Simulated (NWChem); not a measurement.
# [NH2]− (SMILES [NH2-]) at wB97X/cc-pVDZ, part 2 of 2

NWChem 7.3.0. Earlier steps stand in the parts before.

**3. Doublet neutral NH2**

File sp.nw:

```
start sp
title "H2N"
memory stack 880 mb heap 220 mb global 1100 mb
geometry units angstrom noautosym nocenter noautoz
 N     0.342200   -0.203000    0.168700
 H     0.125500    0.801200    0.156000
 H    -0.467700   -0.598200   -0.324700
end
basis spherical bse
 N library cc-pVDZ
 H library cc-pVDZ
end
dft
 xc wb97x
 mult 2
 grid huge
 convergence energy 1e-08
 maxiter 100
 mulliken
 print low
end
task dft energy
```

Started as:

```console
$ nwchem sp.nw > sp.out
```

Output:

```text
Northwest Computational Chemistry Package (NWChem) 7.3.0
             --------------------------------------------------------

           Job information
           ---------------

    nwchem branch   = 7.3.0
    use scalapack   = T
    input           = sp.nw
    prefix          = sp.
    data base       = ./sp.db
    status          = startup
    nproc           =        1

           Memory information
           ------------------

    heap     =     28835834 doubles =      220.0 Mbytes
    stack    =    115343359 doubles =      880.0 Mbytes
    global   =    144179200 doubles =     1100.0 Mbytes (distinct from heap & stack)
    total    =    288358393 doubles =     2200.0 Mbytes
    verify   = yes
    hardfail = no

           Directory information
           ---------------------

  0 permanent = .
  0 scratch   = .

                                NWChem Input Module
                                -------------------

                                        H2N
                                        ---

 Scaling coordinates for geometry "geometry" by  1.889725989
 (inverse scale =  0.529177249)

                             Geometry "geometry" -> ""
                             -------------------------

 Output coordinates in angstroms (scale by  1.889725989 to convert to a.u.)

  No.       Tag          Charge          X              Y              Z
 ---- ---------------- ---------- -------------- -------------- --------------
    1 N                    7.0000     0.34220000    -0.20300000     0.16870000
    2 H                    1.0000     0.12550000     0.80120000     0.15600000
    3 H                    1.0000    -0.46770000    -0.59820000    -0.32470000

      Atomic Mass
      -----------

      N                 14.003070
      H                  1.007825

 Effective nuclear repulsion energy (a.u.)       7.5428529623

            Nuclear Dipole moment (a.u.)
            ----------------------------
        X                 Y               Z
 ---------------- ---------------- ----------------
     3.8799853998    -2.3016862541     1.9127806456

            XYZ format geometry
            -------------------
     3
 geometry
 N                     0.34220000    -0.20300000     0.16870000
 H                     0.12550000     0.80120000     0.15600000
 H                    -0.46770000    -0.59820000    -0.32470000

 ==============================================================================
                                internuclear distances
 ------------------------------------------------------------------------------
       center one      |      center two      | atomic units |  angstroms
 ------------------------------------------------------------------------------
    2 H                |   1 N                |     1.94149  |     1.02739
    3 H                |   1 N                |     1.94152  |     1.02741
 ------------------------------------------------------------------------------
                         number of included internuclear distances:          2
 ==============================================================================

 ==============================================================================
                                 internuclear angles
 ------------------------------------------------------------------------------
        center 1       |       center 2       |       center 3       |  degrees
 ------------------------------------------------------------------------------
    2 H                |   1 N                |   3 H                |   101.76
 ------------------------------------------------------------------------------
                            number of included internuclear angles:          1
 ==============================================================================

                      Basis "ao basis" -> "" (spherical)
                      -----
  [basis functions not shown]

 Summary of "ao basis" -> "" (spherical)
 ------------------------------------------------------------------------------
       Tag                 Description            Shells   Functions and Types
 ---------------- ------------------------------  ------  ---------------------
 N                          cc-pVDZ                  6       14   3s2p1d
 H                          cc-pVDZ                  3        5   2s1p

                                 NWChem DFT Module
                                 -----------------

                                        H2N

  int_init: cando_txs set to always be  F
  Caching 1-el integrals
   Time after variat. SCF:      0.1

     ---------------------------------------------
      Total Density - Mulliken Population Analysis
     ---------------------------------------------

    Atom       Charge   Shell Charges
 -----------   ------   -------------------------------------------------------
    1 N    7     7.35   2.00  0.86  0.81  2.15  1.52  0.01
    2 H    1     0.83   0.63  0.15  0.05
    3 H    1     0.83   0.63  0.15  0.05

     --------------------------------------------
      Spin Density - Mulliken Population Analysis
     --------------------------------------------

    Atom       Charge   Shell Charges
 -----------   ------   -------------------------------------------------------
    1 N    7     0.98  -0.00  0.00  0.00  0.53  0.45  0.00
    2 H    1     0.01  -0.00 -0.00  0.01
    3 H    1     0.01  -0.00 -0.00  0.01
   Time prior to 1st pass:      0.1

           Memory utilization after 1st SCF pass:
           Heap Space remaining (MW):        0.00                  12
          Stack Space remaining (MW):      115.34           115343004

   convergence    iter        energy       DeltaE   RMS-Dens  Diis-err    time
 ---------------- ----- ----------------- --------- --------- ---------  ------
 d= 0,ls=0.0,diis     1    -55.8440182194 -6.34D+01  4.54D-03  3.14D-02     2.3
                                                     4.45D-03  2.56D-02
 d= 0,ls=0.0,diis     2    -55.8576832382 -1.37D-02  1.03D-03  1.43D-03     4.4
                                                     6.00D-04  8.53D-04
 d= 0,ls=0.0,diis     3    -55.8583330186 -6.50D-04  2.06D-04  3.97D-05     6.6
                                                     5.12D-04  2.26D-04
 d= 0,ls=0.0,diis     4    -55.8584238265 -9.08D-05  2.17D-04  5.34D-05     8.8
                                                     9.75D-05  4.59D-06
 d= 0,ls=0.0,diis     5    -55.8584433947 -1.96D-05  8.13D-05  7.10D-07    11.2
                                                     9.30D-05  3.65D-06
  Resetting Diis
 d= 0,ls=0.0,diis     6    -55.8584465593 -3.16D-06  2.58D-05  1.03D-07    13.4
                                                     2.12D-05  9.60D-08
 d= 0,ls=0.0,diis     7    -55.8584467480 -1.89D-07  2.72D-06  3.23D-09    15.7
                                                     5.05D-06  3.84D-09
 d= 0,ls=0.0,diis     8    -55.8584467543 -6.32D-09  2.04D-06  5.96D-10    18.0
                                                     4.06D-06  1.09D-09

         Total DFT energy =      -55.858446754299
      One electron energy =      -90.243316233556
           Coulomb energy =       34.436966210348
    Exchange-Corr. energy =       -7.594949693435
 Nuclear repulsion energy =        7.542852962344

 Numeric. integr. density =        9.000000009105

     Total iterative time =     18.0s

     ---------------------------------------------
      Total Density - Mulliken Population Analysis
     ---------------------------------------------

    Atom       Charge   Shell Charges
 -----------   ------   -------------------------------------------------------
    1 N    7     7.19   2.01  0.81  0.83  2.19  1.34  0.02
    2 H    1     0.90   0.72  0.13  0.05
    3 H    1     0.90   0.72  0.13  0.05

     --------------------------------------------
      Spin Density - Mulliken Population Analysis
     --------------------------------------------

    Atom       Charge   Shell Charges
 -----------   ------   -------------------------------------------------------
    1 N    7     1.05   0.00  0.03 -0.00  0.63  0.40  0.00
    2 H    1    -0.03  -0.02 -0.01  0.01
    3 H    1    -0.03  -0.02 -0.01  0.01

     -------------------------------------------
      Total Density - Lowdin Population Analysis
     -------------------------------------------

    Atom       Charge   Shell Charges
 -----------   ------   -------------------------------------------------------
    1 N    7     7.05   1.90  0.77  0.69  2.05  1.60  0.04
    2 H    1     0.97   0.60  0.23  0.14
    3 H    1     0.97   0.60  0.23  0.14

     ------------------------------------------
      Spin Density - Lowdin Population Analysis
     ------------------------------------------

    Atom       Charge   Shell Charges
 -----------   ------   -------------------------------------------------------
    1 N    7     0.99   0.00  0.02 -0.00  0.59  0.38 -0.00
    2 H    1     0.01  -0.01 -0.01  0.03
    3 H    1     0.01  -0.01 -0.01  0.03

     --------------------------
     Expectation value of S2:
     --------------------------
      <S2> =      0.7532 (Exact =     0.7500)

 Task  times  cpu:       18.0s     wall:       18.0s
 Total times  cpu:       18.1s     wall:       18.1s
```

Run time: 19 s. Hardware: 1 thread of Intel Xeon Platinum 8488C (Sapphire Rapids), shared host; peak memory 0.14 GiB.

**4. Summary of results**

This closing draws on all 2 parts.

Level: wB97X/cc-pVDZ.

| quantity | value |
| --- | --- |
| singlet [NH2]−: total energy | -55.82248 Eh |
| doublet neutral NH2: total energy | -55.85845 Eh |
| doublet neutral NH2: ⟨S²⟩ | 0.753 |
| vertical detachment energy (to the doublet neutral) | -0.979 eV |

**Reading.** The species is unbound against losing an electron at this level, by 0.98 eV (−94.4 kJ/mol); missing correlation or diffuse functions can give that sign where the real anion is bound.
